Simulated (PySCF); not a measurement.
Compound: acetyl fluoride, C2H3FO.
Z-matrix (Å and degrees, PBE0-D3(BJ)/def2-SVP geometry), rows numbered from 1:
```
C 
C   1  1.4915
O   2  1.1823  1  128.65
F   2  1.3443  1  110.78  3   179.17
H   1  1.0990  2  110.13  3   130.29
H   1  1.0953  2  110.00  3     7.95
H   1  1.1007  2  108.99  3  -112.39
```

The closed-shell ground state was solved at several levels (PySCF, density fitting, gas phase, non-relativistic).

```json
{"level": "HF/def2-SVPD", "basis functions": "110", "total energy (Eh)": "-251.6171", "HOMO (eV)": "-13.50", "LUMO (eV)": "2.36", "gap (eV)": "15.86", "dipole (D)": "3.30"}
{"level": "CAM-B3LYP/def2-SVPD", "basis functions": "110", "total energy (Eh)": "-252.8351", "HOMO (eV)": "-10.64", "LUMO (eV)": "0.62", "gap (eV)": "11.26", "dipole (D)": "3.05"}
{"level": "B3LYP/def2-SVPD", "basis functions": "110", "total energy (Eh)": "-252.9264", "HOMO (eV)": "-8.86", "LUMO (eV)": "-0.90", "gap (eV)": "7.96", "dipole (D)": "3.00"}
{"level": "PBE/def2-SVPD", "basis functions": "110", "total energy (Eh)": "-252.6561", "HOMO (eV)": "-7.38", "LUMO (eV)": "-1.75", "gap (eV)": "5.63", "dipole (D)": "2.88"}
{"level": "BHandHLYP/def2-SVPD", "basis functions": "110", "total energy (Eh)": "-252.7963", "HOMO (eV)": "-10.81", "LUMO (eV)": "0.67", "gap (eV)": "11.48", "dipole (D)": "3.13"}
{"level": "PBE0/cc-pVTZ", "basis functions": "162", "total energy (Eh)": "-252.9247", "HOMO (eV)": "-8.90", "LUMO (eV)": "-0.30", "gap (eV)": "8.60", "dipole (D)": "2.89"}
{"level": "PBE0/def2-SVPD", "basis functions": "110", "total energy (Eh)": "-252.6576", "HOMO (eV)": "-9.11", "LUMO (eV)": "-0.58", "gap (eV)": "8.53", "dipole (D)": "3.00"}
```

Task: What might PBE0/IGLO-III (170 basis functions) give for the same quantities?

Result: Total energy -252.9408 Eh, HOMO -9.01 eV, LUMO -0.47 eV, gap 8.54 eV, dipole 2.98 D.

Task: Over all these levels, which gives the widest orbital gap and which the narrowest?

Result: HF/def2-SVPD (Hartree–Fock, all exact exchange) has the widest, 15.86 eV, and PBE/def2-SVPD (GGA) the narrowest, 5.63 eV. The two share the basis. From the narrowest to the widest the HOMO moves by -6.12 eV and the LUMO by +4.11 eV.

Task: How much does the basis alone move the frontier levels among the 3 PBE0 rows (the withheld one included)?

Result: The HOMO by 0.21 eV and the LUMO by 0.28 eV. By rising basis size (HOMO, LUMO in eV): def2-SVPD -9.11, -0.58; cc-pVTZ -8.90, -0.30; IGLO-III -9.01, -0.47.

Task: In the def2-SVPD basis, how does the gap go with the fixed share of exact exchange?

Result: PBE (0 %) 5.63 eV; B3LYP (20 %) 7.96 eV; PBE0 (25 %) 8.53 eV; BHandHLYP (50 %) 11.48 eV; HF (100 %) 15.86 eV. Each rise in the share widens the gap here.

Task: How far do the dipole and the HOMO energy spread over the levels?

Result: The dipole runs from 2.88 to 3.30 D (mean 3.03 D) and the HOMO from -13.50 to -7.38 eV.
